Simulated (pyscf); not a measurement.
**Routes from `[CH4]` + `[CH2]=[S]`**

Candidate steps break at most two bonds and form at most two. Each was searched with GFN2-xTB (tblite) first. Structures and frequencies: ωB97X-D3(BJ)/def2-SVP in PySCF. Energies: ωB97M-D3(BJ)/def2-TZVP, kcal/mol, from the separated reactants, singlet surface; ΔG‡ with ideal gas, 1 atm, RRHO with modes under 100 cm⁻¹ raised to 100, one conformer, R ln 2 for chiral ones without a mode under 150 cm⁻¹.

```json
[
 {"products": "H₃C–S–CH₃", "type": "addition across a multiple bond or ene-type step", "ΔE‡": "68.4", "ΔE": "-24.2", "ΔG‡ 298 K": "77.6", "ΔG‡ 900 K": "97.2", "ν‡ (cm⁻¹)": "1033i"},
 {"products": "H₃C–CH=S + H₂", "type": "concerted two-bond exchange", "ΔE‡": "73.6", "ΔE": "+10.2", "ΔG‡ 298 K": "82.4", "ΔG‡ 900 K": "101.5", "ν‡ (cm⁻¹)": "1081i"}
]
```

Row 1: On the product side the descent ends in a point that may be a rotor saddle (no frequency run), 2.0 kcal/mol over the lowest minimum found and 95.2 kcal/mol under the saddle at ωB97X-D3(BJ)/def2-TZVP. 

Plain bond fissions and candidates not yet searched are not listed, and one of them may be faster. Each barrier is that of the saddle found; lower ones may exist. One closed-shell reference is unstable to symmetry breaking; treat the single-reference values with care.
